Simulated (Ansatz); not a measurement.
Al3, relaxed as a quartet with UKS PBE0-D4/def2-TZVP in Ansatz, starting from the PBE0-D4/def2-TZVP geometry of the neutral doublet. Force threshold 0.02 eV/Å.

At PBE0-D4/def2-TZVP a doublet of charge 0 lies 0.12 eV below the quartet, each at its own geometry. The structure comes from a short search, and lower isomers may exist.

Start:

```csv
atom,x (Å),y (Å),z (Å)
Al1,-0.4009,1.0900,0.8685
Al2,1.3254,-0.5754,0.1232
Al3,-0.9246,-0.5146,-0.9917
```

**Question.** Estimate the energy that the relaxation releases and the steps that it takes.

**Answer.** 19.6 kJ/mol, in 13 steps; 13 s on 2 threads of Intel Xeon 6975P-C on a shared host. The force fell under the threshold at step 4, but the optimiser went on and released 0.041 eV more. No frequencies were taken in this run, so the end may be a saddle point.

**Question.** Does the start keep its bonding and symmetry?

**Answer.** By distances, no bond broke or formed. The bond that changes most is Al1–Al3, from 2.51 to 2.96 Å (atoms count from 1). Point group D3h at the start, C2v at the end, both within 0.05 Å.

**Question.** Predict the relaxed structure.

**Answer.** 
| atom | x (Å) | y (Å) | z (Å) |
| --- | --- | --- | --- |
| Al1 | -0.341 | 1.224 | 1.032 |
| Al2 | 1.290 | -0.556 | 0.123 |
| Al3 | -0.948 | -0.668 | -1.155 |
Bond lengths (bridged metal pairs left out): 2 × Al–Al 2.58 Å.
